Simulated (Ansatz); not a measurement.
Species: propyne, C₃H₄, net charge 0, singlet state. 
Coordinates optimised at B3LYP-D3(BJ)/def2-TZVP (Ansatz, a program for electronic structure):
```xyz
7

C     -0.0011    -0.0004     0.2181
C     -0.0068    -0.0029     1.4176
C      0.0060     0.0025    -1.2360
H     -0.0119    -0.0051     2.4795
H      0.0152     1.0232    -1.6237
H      0.8874    -0.5130    -1.6226
H     -0.8790    -0.5002    -1.6311
```

Basis-set convergence of Hartree-Fock and CCSD correlation energies (hartree) with Ansatz. Cores are frozen in the correlated levels unless marked. Spin-orbit coupling is left out. No relativistic terms.

| basis | functions | E(HF) | E(corr, CCSD) |
|---|---|---|---|
| aug-cc-pVDZ | 105 | -115.87822 | -0.43632 |
| aug-cc-pVTZ | 230 | … | … |

Problem. Some entries are withheld; supply them.

Solution. 
- aug-cc-pVTZ, E(HF): -115.90958
- aug-cc-pVTZ, E(corr, CCSD): -0.50874
